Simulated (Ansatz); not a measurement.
A made-up structure of CH3MgSi, doublet:

```
6
angstrom
C -0.3106 0.0807 1.2738
Mg 1.1086 -1.7372 -0.0767
Si -0.2942 0.0685 -0.5133
H 0.0647 1.1358 -1.3785
H -1.0191 -0.9343 -1.2098
H 0.1654 1.0085 1.4640
```

It is relaxed with PBE-D4/def2-SVP and then PBE0-D4/def2-TZVP (Ansatz 0.2.0). Atoms count as bonded within 1.22 times the sum of their covalent radii (H–H: 0.88 Å). The end point is not checked to be a true minimum.

Problem. Does its bonding change? (Judge from chemistry; the calculation decides.)

Solution. Computed: Yes. Formed: C1–Mg2; broken: Mg2–Si3.

Where it ends: The first stage lowers the energy by 2.20 eV in 12 steps. It ends as CH₃MgSi ([Mg][CH][SiH2]):
```json
{"atom": "C1", "x (Å)": "0.3124", "y (Å)": "-0.0981", "z (Å)": "0.7314"}
{"atom": "Mg2", "x (Å)": "0.7617", "y (Å)": "-2.0538", "z (Å)": "1.2376"}
{"atom": "Si3", "x (Å)": "-0.3941", "y (Å)": "0.2650", "z (Å)": "-0.7716"}
{"atom": "H4", "x (Å)": "-0.7844", "y (Å)": "1.5968", "z (Å)": "-1.3074"}
{"atom": "H5", "x (Å)": "-0.6999", "y (Å)": "-0.8147", "z (Å)": "-1.7444"}
{"atom": "H6", "x (Å)": "0.5191", "y (Å)": "0.7267", "z (Å)": "1.4138"}
```

Labels in which every atom is bracketed show which atoms are joined, not bond orders.

For scale, one of the runs: PBE0-D4/def2-TZVP relaxation, 118 basis functions, launched by `ansatz run in.yaml --threads 2 --pin off --events-out ev --progress --plain --max-ram 4352MiB`. The run took about 28 s on 2 CPU threads of an Arm Neoverse V1 (shared host).
